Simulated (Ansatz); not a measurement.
**NH⁺, doublet: the ladder up to full CI**

Geometry: that of the NH, triplet, kept fixed.

```xyz
2

N     0.0000    0.0000    0.0000
H     0.0000    0.0000    1.0397
```

Basis aug-cc-pVDZ; Ansatz 0.2.0. Correlated methods freeze the noble-gas cores, which leaves 5 electrons in 31 orbitals. R marks a restricted (for open shells ROHF) determinant, U an unrestricted one. Active spaces: valence = (5e, 5o) chosen from the atoms' valence shells.

Full CI is exact within this basis and frozen core; it isn't the basis-set limit. The frozen core follows each run's orbitals, which can shift R against U totals by a few meV.

For open shells CISD and CISDTQ are restricted-active-space CI with the open shells as a complete middle space.

The UHF ⟨S²⟩ is 1.214, the T1 diagnostic (RCCSD) is 0.0157 and the largest doubles amplitude (RCCSD) is 0.097.

```tsv
level	E − E(full CI) (kJ/mol)	share of correlation (%)	wall time
RHF	318.2	0.00	–
RMP2	77.8	75.56	–
CISD	13.2	95.85	0.54 s
RCCSD	6.6	97.91	–
RCCSD(T)	1.5	99.53	0.39 s
BCCD(T)	1.5	99.52	0.51 s
RCCSDT	0.2	99.93	–
CISDTQ	0.1	99.97	3.4 s
RCCSDT(Q)	0.0	99.99	2.4 s
CASSCF (valence space)	193.7	39.14	–
NEVPT2 (valence space)	43.8	86.24	0.24 s
MRCISD (valence space)	5.4	98.30	–
MRCISD+Q (valence space)	0.7	99.77	0.48 s
```

The correlation energy at full CI, counted from RHF, is -3.298 eV. That run took 5.5 s on 1 thread of Arm Neoverse V2, shared host over 522,431 determinants.

Run but not shown, since their state or frozen core can't be matched to the reference's or they repeat it: UHF, UMP2, UCCSD, UCCSD(T), UCCSDT, UCCSDT(Q).

Times hold each run's SCF and search for its determinant on a shared host, so for small cases they say little of a method's own cost; they ran on 1 thread of Arm Neoverse V2.

The full-CI state has the irrep B1 of C2v, in the program's axes (one component, if the state is degenerate).

Natural occupations of full CI about the gap: 1.964 1.926 0.993 0.059 0.024 0.007 0.006 0.005 0.004 0.004; effectively unpaired electrons, Σ n²(2−n)², 1.04.
